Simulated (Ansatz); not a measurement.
Species: sulfur monoxide, SO (charge 0, triplet). SMILES: O=S
Structure (B3LYP-D3(BJ)/def2-TZVP (Ansatz, a first-principles code) minimum search):
```xyz
2

O      0.0000     0.0000    -0.9933
S      0.0000     0.0000     0.4966
```
Charge 0, spin multiplicity 3.

Quantity: atomisation energy (electronic, to ground-state atoms), in eV. Correlated levels leave the core frozen unless marked. UHF or UKS for open shells. Spin-orbit coupling is left out. No relativistic terms. The coupled-cluster limit lacks core correlation, which all-electron functionals hold. Basis-set limits of correlation are two-point, X^-3; Hartree-Fock from the larger set (for Q and 5 zeta extrapolated as (X+1)exp(-9√X)). The bracket is a focal-point correction in the basis named.

```
level                                                                             program  atomisation energy (eV)  minus last row
-------------------------------------------------------------------------  --------------  -----------------------  --------------
HF/6-31G                                                                           Ansatz                    -0.49           -5.93
HF/6-31G*                                                                          Ansatz                     1.83           -3.61
HF/def2-TZVPP                                                                      Ansatz                     2.35           -3.09
HF/def2-QZVPPD                                                                     Ansatz                     2.40           -3.04
revPBE-D3(BJ)/def2-TZVPD                                                   Ansatz + dftd3                     5.79            0.35
PBE0/6-31G*                                                                        Ansatz                     5.06           -0.38
B2PLYP/def2-TZVPD                                                                  Ansatz                     5.46            0.02
MP2/cc-pV(Q+d)Z                                                                    Ansatz                     5.70            0.26
CCSD/6-31G*                                                                        Ansatz                     4.26           -1.18
CCSD/def2-TZVPP                                                                    Ansatz                     4.79           -0.65
RI-MP2/CBS(aug-cc-pV(T+d)Z,aug-cc-pV(Q+d)Z)+[CCSD(T)-MP2]/aug-cc-pV(D+d)Z          Ansatz                     5.41           -0.03
RI-MP2/CBS(def2-TZVPP,def2-QZVPP)+[CCSD(T)-MP2]/def2-SVP                           Ansatz                     5.42           -0.02
RI-MP2/CBS(aug-cc-pV(T+d)Z,aug-cc-pV(Q+d)Z)+[CCSD(T)-MP2]/aug-cc-pV(T+d)Z          Ansatz                     5.41           -0.03
RI-MP2/CBS(def2-TZVPP,def2-QZVPP)+[CCSD(T)-MP2]/def2-QZVPP                         Ansatz                     5.39           -0.05
CCSD(T)/CBS(cc-pV(Q+d)Z,cc-pV(5+d)Z)                                               Ansatz                     5.44            0.00
```
